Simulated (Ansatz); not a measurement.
# CNSi: the cost of one run

Program: Ansatz 0.2.0, Gaussian basis. Level of theory: def2-QZVPP, core rule «outside noble gas», up to 7 orbitals frozen. These are calculated values, not measurements.

The runs, in order: UHF; ROHF; CCSD(T) on UHF.

## (1) The system

The geometry is a PBE0/def2-TZVP stationary point (not a proven minimum) of the parent state, kept for this charge and spin.

3 atoms, charge 0, spin multiplicity 2.

Atoms are counted from 1 here; the program's logs count them from 0.

Bond lengths: C1–N2 1.181 Å, N2–Si3 1.708 Å. Angles: C1–N2–Si3 180.0°.

## (2) UHF

in.yaml reads:

```yaml
crystal:
  periodic: [false, false, false]
  atoms:
    - {symbol: C, position_ang: [0.000000, 0.000000, -1.356800]}
    - {symbol: N, position_ang: [0.000000, 0.000000, -0.175700]}
    - {symbol: Si, position_ang: [0.000000, 0.000000, 1.532500]}
basis:
  gaussian: {orbitals: "def2-QZVPP.json"}
magnetization: {spin_polarized: true, initial_magnetization: 1}
hamiltonian: {xc: hf}
output: {orbitals: {seedname: orbitals}}
```

Command:

```
ansatz run in.yaml --threads 1 --pin off --events-out ev --progress --plain --max-ram 2393MiB
```

**Question.** How long does this run take on 1 thread of Intel Xeon Platinum 8259CL at 2.50GHz, shared host, and how much memory does it need?

About 11 s, with a peak of 0.41 GiB.
